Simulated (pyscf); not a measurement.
Concerted two-bond exchange: HO–Si:–OH [singlet] + ammonia (NH₃) → H₂N–Si(=O)–OH + hydrogen (H₂)

Gas phase, singlet surface, charge 0. Bonds broken: O1–H4, N6–H7. Bonds formed: Si2–N6, H4–H7. PySCF, gas phase, ωB97X-D3(BJ)/def2-SVP geometries.

Transition state (Å):

```xyz
9

O     -1.2656     0.6405    -0.5974
Si     0.2657     0.7332    -0.0628
O      1.2768    -0.5734    -0.2916
H     -1.7683     0.0338     0.2131
H      1.7029    -0.6420    -1.1524
N     -0.1052     0.6044     1.6409
H     -1.5868    -0.2991     1.2715
H      0.5668     0.2695     2.3372
H     -0.6591     1.3740     2.0143
```

One imaginary mode, 1481i cm⁻¹; descent along it reached the two sides named, in the forms told below.

```json
[
 {"bond": "O1–H4", "change": "breaks", "reactant side (Å)": "0.967", "saddle": "1.130", "product side": "2.6"},
 {"bond": "N6–H7", "change": "breaks", "reactant side (Å)": "1.023", "saddle": "1.774", "product side": "3.4"},
 {"bond": "Si2–N6", "change": "forms", "reactant side (Å)": "2.149", "saddle": "1.748", "product side": "1.681"},
 {"bond": "H4–H7", "change": "forms", "reactant side (Å)": "3.1", "saddle": "1.124", "product side": "0.762"}
]
```

Electronic energies relative to the separated reactants (kcal/mol):

```json
[
 {"level": "ωB97X-D3(BJ)/def2-TZVP", "barrier": "67.6", "reaction energy": "-11.1", "reverse barrier": "78.7"},
 {"level": "PBE/def2-TZVP", "barrier": "47.3", "reaction energy": "-8.2", "reverse barrier": "55.5"},
 {"level": "r²SCAN/def2-TZVP", "barrier": "48.6", "reaction energy": "-13.5", "reverse barrier": "62.1"},
 {"level": "B3LYP-D3(BJ)/def2-TZVP", "barrier": "56.7", "reaction energy": "-9.6", "reverse barrier": "66.2"},
 {"level": "PBE0-D3(BJ)/def2-TZVP", "barrier": "56.8", "reaction energy": "-8.3", "reverse barrier": "65.1"},
 {"level": "M06-2X/def2-TZVP", "barrier": "65.2", "reaction energy": "-9.6", "reverse barrier": "74.8"},
 {"level": "ωB97M-D3(BJ)/def2-TZVP", "barrier": "67.6", "reaction energy": "-7.0", "reverse barrier": "74.5"},
 {"level": "HF/def2-TZVP", "barrier": "102.3", "reaction energy": "-6.2", "reverse barrier": "108.5"}
]
```

With ωB97M-D3(BJ)/def2-TZVP energies and thermal terms (ideal gas, 1 atm, RRHO with modes under 100 cm⁻¹ raised to 100, one conformer, R ln 2 for chiral ones without a mode under 150 cm⁻¹), in kcal/mol:

```csv
T (K),ΔH‡,ΔG‡,ΔH,ΔG
298,62.5,73.3,-11.3,-8.8
600,62.8,84.3,-10.1,-6.8
900,63.8,94.8,-9.0,-5.4
1200,65.1,105.0,-8.2,-4.3
```

On the reactant side the descent ends in an adduct with a N–Si contact, 11.7 kcal/mol under the separated species and 79.4 kcal/mol under the saddle at ωB97X-D3(BJ)/def2-TZVP. What is counted as formed (N–Si) is already present as a longer contact in the reactant adduct; forming that adduct is a step of its own. The same reactants have a lower exit, to H₂N–SiH(OH)–OH (barrier +31.7 kcal/mol at ωB97M-D3(BJ)/def2-TZVP, against +67.6 kcal/mol here). One saddle was located; it need not be the lowest between these sides. A restricted solution here is unstable towards spin polarisation, so biradical character is likely and single-reference numbers are less safe.
